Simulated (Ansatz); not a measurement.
A made-up structure of BSiNH5, doublet:

B1  (-1.581, 0.184, -0.891)
Si2  (0.146, 0.462, 0.006)
N3  (0.861, -1.039, 0.443)
H4  (-2.420, 0.646, -1.593)
H5  (1.187, 1.208, -0.757)
H6  (-0.284, 1.364, 1.133)
H7  (1.801, -1.064, 0.804)
H8  (0.595, -0.637, -0.774)
(Å)

It is relaxed with PBE-D4/def2-SVP and then PBE0-D4/def2-TZVP (Ansatz 0.2.0). Atoms count as bonded within 1.22 times the sum of their covalent radii (H–H: 0.88 Å). The end point is not checked to be a true minimum.

Task: Does its bonding change? (Judge from chemistry; the calculation decides.)

Result: By the calculation: Yes. Formed: N3–H8; broken: Si2–H8.

Where it ends: The first stage lowers the energy by 3.41 eV in 14 steps. It ends as BSiNH₅ ([BH][SiH2][NH2]):
```xyz
8
angstrom
B -1.5085 0.3484 -1.1469
Si 0.0995 0.5949 -0.0443
N 0.8728 -0.9107 0.2600
H -2.5438 0.8035 -1.5110
H 0.8528 1.5857 -0.8919
H -0.0905 1.2370 1.2874
H 1.6420 -0.9609 0.9086
H 0.9799 -1.5743 -0.4901
```

Labels in which every atom is bracketed show which atoms are joined, not bond orders.

For scale, one of the runs: PBE0-D4/def2-TZVP relaxation, 129 basis functions, launched by `ansatz run in.yaml --threads 2 --pin off --events-out ev --progress --plain --max-ram 4352MiB`. The run took about 34 s on 2 CPU threads of an Arm Neoverse V2 (shared host).
